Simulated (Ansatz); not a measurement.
AsH₂⁺, singlet: reading a ladder of total energies

Geometry: a PBE0/def2-TZVP stationary point for this spin, not checked as a minimum.

| atom | x (Å) | y (Å) | z (Å) |
| --- | --- | --- | --- |
| As | 0.0000 | -0.0281 | 0.0000 |
| H | 0.0000 | 1.0446 | -1.0909 |
| H | 0.0000 | 1.0446 | 1.0909 |

Basis cc-pVTZ; Ansatz 0.2.0. Only valence electrons are correlated (noble-gas cores and the filled d shells of p-block atoms frozen), which leaves 6 electrons in 57 orbitals. Prefix R: restricted or restricted open-shell reference. No spin–orbit coupling is included, and no scalar relativity.

Full CI is exact within this basis and frozen core; it isn't the basis-set limit.

Runs differ by some tens of microhartree through their thresholds, so steps under 0.03 kcal/mol mean nothing.

```tsv
level	total energy (hartree)
RHF	-2235.056226
RMP2	-2235.167560
RCCSD	-2235.193684
RCCSD(T)	-2235.197145
RCCSDT	-2235.197776
RCCSDT(Q)	-2235.197904
RCCSDTQ	-2235.197929
full CI	-2235.197930
```

Problem. What is the correlation energy at full CI, and what share of it do RMP2 and RCCSD recover?

Solution. E(corr) = -2235.197930 − (-2235.056226) = -0.141704 hartree = -3.856 eV. RMP2: -0.111334 / -0.141704 = 78.57 %. RCCSD: -0.137458 / -0.141704 = 97.00 %.

Problem. By how many kcal/mol does RCCSD(T) miss full CI (1 hartree = 627.509 kcal/mol), and which steps make up the rest?

Solution. -2235.197145 − (-2235.197930) = 0.000785 hartree = 0.49 kcal/mol. Steps: RCCSDT − RCCSD(T) = -0.40, RCCSDT(Q) − RCCSDT = -0.08, RCCSDTQ − RCCSDT(Q) = -0.02, full CI − RCCSDTQ = 0.00 kcal/mol. That is within 1 kcal/mol of the reference in this basis, which itself misses far more of the correlation at the basis-set limit.
